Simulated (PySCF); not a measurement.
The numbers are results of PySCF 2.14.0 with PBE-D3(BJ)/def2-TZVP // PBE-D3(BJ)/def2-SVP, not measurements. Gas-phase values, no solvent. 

Reference species (SMILES): `[SH]` (neutral, multiplicity 2).

```json
{
 "dipole_moment": "0.87 D"
}
```

Changed species: `[NH2]` (free radical NH2; the reference has free radical SH).

What does the change do to the dipole moment?

the dipole moment rises by 1.05 D, to 1.92 D.
